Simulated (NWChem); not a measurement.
All runs are NWChem calculations. System: Li$_{2}$, charge 0, spin multiplicity 1, displaced from the optimised geometry. The structure started from a generated list of species. Level: RHF/cc-pVDZ, spin-restricted.

Job file:

```
start mol
memory heap 200 mb stack 900 mb global 1100 mb
geometry units angstroms nocenter noautoz noautosym
  Li     0.000000     0.000000     1.393559
  Li     0.000000     0.000000    -1.170589
end
basis spherical
  * library cc-pvdz
end
scf
  rhf
  nopen 0
  maxiter 100
  thresh 1e-7
  semidirect memsize 60000000 filesize 0
end
task scf energy
```

Output (cleaned and shortened):

```
             Northwest Computational Chemistry Package (NWChem) 7.3.0
             --------------------------------------------------------

                                NWChem Input Module
                                -------------------

 Scaling coordinates for geometry "geometry" by  1.889725989
 (inverse scale =  0.529177249)

                             Geometry "geometry" -> ""
                             -------------------------

 Output coordinates in angstroms (scale by  1.889725989 to convert to a.u.)

  No.       Tag          Charge          X              Y              Z
 ---- ---------------- ---------- -------------- -------------- --------------
    1 Li                   3.0000     0.00000000     0.00000000     1.39355900
    2 Li                   3.0000     0.00000000     0.00000000    -1.17058900

 Effective nuclear repulsion energy (a.u.)       1.8573792312

            Nuclear Dipole moment (a.u.)
            ----------------------------
        X                 Y               Z
 ---------------- ---------------- ----------------
     0.0000000000     0.0000000000     1.2640566110


 Summary of "ao basis" -> "" (spherical)
 ------------------------------------------------------------------------------
       Tag                 Description            Shells   Functions and Types
 ---------------- ------------------------------  ------  ---------------------
 *                          cc-pvdz                   on all atoms

 Summary of "ao basis" -> "ao basis" (spherical)
 ------------------------------------------------------------------------------
       Tag                 Description            Shells   Functions and Types
 ---------------- ------------------------------  ------  ---------------------
 Li                         cc-pvdz                  6       14   3s2p1d

                                 NWChem SCF Module
                                 -----------------

  ao basis        = "ao basis"
  functions       =    28
  atoms           =     2
  closed shells   =     3
  open shells     =     0
  charge          =   0.00
  wavefunction    = RHF
  use symmetry    = F
  symmetry adapt  = F

 Summary of "ao basis" -> "ao basis" (spherical)
 ------------------------------------------------------------------------------
       Tag                 Description            Shells   Functions and Types
 ---------------- ------------------------------  ------  ---------------------
 Li                         cc-pvdz                  6       14   3s2p1d

 Forming initial guess at       0.1s

      Superposition of Atomic Density Guess
      -------------------------------------

 Sum of atomic energies:         -14.86483967

      Non-variational initial energy
      ------------------------------

 Total energy =     -14.813661
 1-e energy   =     -23.085409
 2-e energy   =       6.414369
 HOMO         =      -0.167267
 LUMO         =      -0.017498

 Starting SCF solution at       0.2s

 ----------------------------------------------
         Quadratically convergent ROHF

 Convergence threshold     :          1.000E-07
 Maximum no. of iterations :          100
 Final Fock-matrix accuracy:          1.000E-09
 ----------------------------------------------

              iter       energy          gnorm     gmax       time
             ----- ------------------- --------- --------- --------
                 1      -14.8668297424  6.02D-02  3.16D-02      0.2
                 2      -14.8681522487  2.13D-03  1.09D-03      0.2
                 3      -14.8681546668  5.47D-06  3.88D-06      0.2
                 4      -14.8681546668  3.48D-09  2.15D-09      0.2

       Final RHF  results
       ------------------

         Total SCF energy =    -14.868154666788
      One-electron energy =    -23.301535708923
      Two-electron energy =      6.576001810906
 Nuclear repulsion energy =      1.857379231229

        Time for solution =      0.0s

             Final eigenvalues
             -----------------

              1
    1   -2.4464
    2   -2.4459
    3   -0.1825
    4    0.0094
    5    0.0319
    6    0.0319
    7    0.0456
    8    0.0677
    9    0.0677
   10    0.0849
   11    0.1410
   12    0.1601
   13    0.1601

                       ROHF Final Molecular Orbital Analysis
                       -------------------------------------

 Vector    2  Occ=2.000000D+00  E=-2.445894D+00
              MO Center= -3.0D-17,  5.5D-18,  1.1D-01, r^2= 1.8D+00
   Bfn.  Coefficient  Atom+Function         Bfn.  Coefficient  Atom+Function
  ----- ------------  ---------------      ----- ------------  ---------------
     1      0.705347  1 Li s                 15     -0.705347  2 Li s

 Vector    3  Occ=2.000000D+00  E=-1.824577D-01
              MO Center=  9.4D-17, -3.1D-16,  1.1D-01, r^2= 5.1D+00
   Bfn.  Coefficient  Atom+Function         Bfn.  Coefficient  Atom+Function
  ----- ------------  ---------------      ----- ------------  ---------------
     2      0.284045  1 Li s                 16      0.284045  2 Li s
     3      0.269152  1 Li s                 17      0.269152  2 Li s

 Vector    4  Occ=0.000000D+00  E= 9.442957D-03
              MO Center=  1.4D-16,  1.8D-16,  1.1D-01, r^2= 1.8D+01
   Bfn.  Coefficient  Atom+Function         Bfn.  Coefficient  Atom+Function
  ----- ------------  ---------------      ----- ------------  ---------------
     3      1.085667  1 Li s                 17     -1.085667  2 Li s
     9     -0.960716  1 Li pz                23     -0.960716  2 Li pz
     2     -0.189329  1 Li s                 16      0.189329  2 Li s

 Vector    5  Occ=0.000000D+00  E= 3.189301D-02
              MO Center=  2.8D-16,  2.2D-16,  1.1D-01, r^2= 1.3D+01
   Bfn.  Coefficient  Atom+Function         Bfn.  Coefficient  Atom+Function
  ----- ------------  ---------------      ----- ------------  ---------------
     7      0.443370  1 Li px                21      0.443370  2 Li px

 Vector    6  Occ=0.000000D+00  E= 3.189301D-02
              MO Center=  5.2D-16,  1.5D-15,  1.1D-01, r^2= 1.3D+01
   Bfn.  Coefficient  Atom+Function         Bfn.  Coefficient  Atom+Function
  ----- ------------  ---------------      ----- ------------  ---------------
     8      0.443370  1 Li py                22      0.443370  2 Li py

 center of mass
 --------------
 x =   0.00000000 y =   0.00000000 z =   0.21067610

 moments of inertia (a.u.)
 ------------------
          82.365138576039           0.000000000000           0.000000000000
           0.000000000000          82.365138576039           0.000000000000
           0.000000000000           0.000000000000           0.000000000000

  Mulliken analysis of the total density
  --------------------------------------

    Atom       Charge   Shell Charges
 -----------   ------   -------------------------------------------------------
    1 Li   3     3.00   2.00  0.46  0.46  0.08 -0.00  0.00
    2 Li   3     3.00   2.00  0.46  0.46  0.08 -0.00  0.00

       Multipole analysis of the density wrt the origin
       ------------------------------------------------

     L   x y z        total         open         nuclear
     -   - - -        -----         ----         -------
     0   0 0 0     -0.000000      0.000000      6.000000

     1   1 0 0     -0.000000      0.000000      0.000000
     1   0 1 0      0.000000      0.000000      0.000000
     1   0 0 1     -0.000000      0.000000      1.264057

     2   2 0 0    -11.945978      0.000000      0.000000
     2   1 1 0     -0.000000      0.000000      0.000000
     2   1 0 1      0.000000      0.000000      0.000000
     2   0 2 0    -11.945978      0.000000      0.000000
     2   0 1 1     -0.000000      0.000000      0.000000
     2   0 0 2     -2.356916      0.000000     35.485151

 Task  times  cpu:        0.2s     wall:        0.2s

 Total times  cpu:        0.2s     wall:        0.2s
```
